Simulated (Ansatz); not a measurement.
# Cs2AgBiBr6 (Fm-3m, No. 225)

These are r²SCAN-D4 (Ansatz, an electronic-structure program, plane waves, PAW) values and carry that method's errors.

Run with plane-wave cutoff 500 eV, 6×6×6 k mesh, gaussian smearing 0.02 eV, no spin polarisation, scalar-relativistic PAW data made under PBE.

Cell (relaxed at this level):

AgBiCs₂Br₆ is taken in the cubic space group Fm-3m (No. 225), Pearson symbol cF40. Conventional cell: a = b = c = 11.2922 Å, α = β = γ = 90.00°. Cs on 8c is coordinated by 12 Br at 3.992 Å (cuboctahedral). Ag on 4b has 6 Br at 2.797 Å (octahedral). Bi on 4a sees 6 Br at 2.849 Å (octahedral). Br on 24e is surrounded by 1 Ag at 2.797 Å and 1 Bi at 2.849 Å and 4 Cs at 3.992 Å (octahedral). (Neighbours: up to the widest gap in distance over summed covalent radii, below 1.35, at either atom; cation-cation and far metal-metal contacts left out.)
(The calculation used a cell of 10 atoms; values per cell refer to that cell.)

| Property | Result |
|---|---|
| band gap | 1.65 eV (on the SCF k mesh) |

Spin–orbit coupling is not included; with these elements it can move the gap by several tenths of an eV or more.

Computed values are for the static lattice.

It cost around 3 core-minutes (rough) of CPU time.
